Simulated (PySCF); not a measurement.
Compound: methoxyacetate, C₃H₅O₃ (charge -1).
SMILES: `C(C([O-])=O)OC`

Torsions of this conformer, `[CH3:1][O:2][CH2:3][C:4](=[O:5])[O-:6]`: C1–O2–C3–C4 64°, O2–C3–C4–O5 179°.

The closed-shell ground state was solved at several levels (PySCF, density fitting, gas phase, non-relativistic). Geometry: PBE0-D3(BJ)/def2-SVP, one conformer, isolated ion. No diffuse functions stand in pcJ-1, pcSseg-1 and pcSseg-2, which bears on an anion's orbital energies.

```tsv
level	basis functions	HOMO (eV)	LUMO (eV)	gap (eV)
PBE0/pcSseg-1	127	-1.06	5.60	6.66
B3LYP/def2-SVPD	169	-1.36	3.96	5.32
wB97X-D/pcSseg-2	286	-3.31	5.89	9.20
```

Task: What might B3LYP/pcJ-1 (212 basis functions) give for the same quantities?

Result: HOMO -0.81 eV, LUMO 5.31 eV, gap 6.12 eV.

Task: Over all these levels, which gives the widest orbital gap and which the narrowest?

Result: wB97X-D/pcSseg-2 (range-separated hybrid) has the widest, 9.20 eV, and B3LYP/def2-SVPD (global hybrid, 20 % exact exchange) the narrowest, 5.32 eV. Functional and basis both differ between the two, so the spread mixes both effects.
